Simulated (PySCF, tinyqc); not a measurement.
Worked calculation: harmonic frequencies on the RHF/sto-6g surface (energies and gradients from PySCF), for CH2, spin multiplicity 1. The lowest restricted solution is unstable here: a spin-polarised one lies 0.0267 hartree lower (PySCF). One step of it, computed by the program tinyqc.

Task: Normal modes. Diagonalise H_ij / sqrt(m_i m_j); the 6 smallest eigenvalues belong to translations and rotations; wavenumber = sqrt(eigenvalue / 1822.888) x 219474.63; each mode has its largest component positive (the first on a tie); zero-point energy = sum of wavenumbers / 2, with 349.755 1/cm per kcal/mol.

Hessian (symmetrised) (hartree/bohr^2):
```
             1Cx          1Cy          1Cz          2Hx          2Hy          2Hz          3Hx          3Hy
1Cx   0.00430530  -0.01147429  -0.04034919  -0.00292164   0.01968499   0.02470495  -0.00138270  -0.00821070
1Cy  -0.01147429   0.51215552  -0.00167370   0.02679464  -0.25785002  -0.20965524  -0.01532035  -0.25430595
1Cz  -0.04034919  -0.00167370   0.40446532   0.02308670  -0.13845418  -0.19969162   0.01726284   0.14012789
2Hx  -0.00292164   0.02679464   0.02308670   0.00279008  -0.02392770  -0.02243089   0.00013109  -0.00286694
2Hy   0.01968499  -0.25785002  -0.13845418  -0.02392770   0.28944766   0.17375088   0.00424277  -0.03159742
2Hz   0.02470495  -0.20965524  -0.19969162  -0.02243089   0.17375088   0.18509039  -0.00227424   0.03590428
3Hx  -0.00138270  -0.01532035   0.01726284   0.00013109   0.00424277  -0.00227424   0.00125113   0.01107757
3Hy  -0.00821070  -0.25430595   0.14012789  -0.00286694  -0.03159742   0.03590428   0.01107757   0.28590359
3Hz   0.01564429   0.21132891  -0.20477603  -0.00065582  -0.03529709   0.01460238  -0.01498864  -0.17603175

             3Hz
1Cx   0.01564429
1Cy   0.21132891
1Cz  -0.20477603
2Hx  -0.00065582
2Hy  -0.03529709
2Hz   0.01460238
3Hx  -0.01498864
3Hy  -0.17603175
3Hz   0.19017481
```

masses (u): 1C 12.000000, 2H 1.007825, 3H 1.007825

Give: eigenvalues of the mass-weighted Hessian; harmonic wavenumbers of the vibrations; mass-weighted modes; zero-point energy.

Result:

eigenvalues of the mass-weighted Hessian (hartree/(bohr^2 u)): 0.000  0.000  0.000  0.000  0.000  0.000  0.121  0.432  0.470

harmonic wavenumbers of the vibrations (1/cm): 1791.1  3379.7  3525.4

mass-weighted modes:
```
     mode 1  mode 2  mode 3
1Cx   0.030   0.023   0.007
1Cy  -0.002  -0.001  -0.301
1Cz  -0.299  -0.230   0.002
2Hx  -0.042  -0.052  -0.054
2Hy  -0.428   0.563   0.522
2Hz   0.519   0.392   0.423
3Hx  -0.061  -0.027   0.031
3Hy   0.433  -0.559   0.518
3Hz   0.513   0.401  -0.431
```

zero-point energy = 12.432 kcal/mol
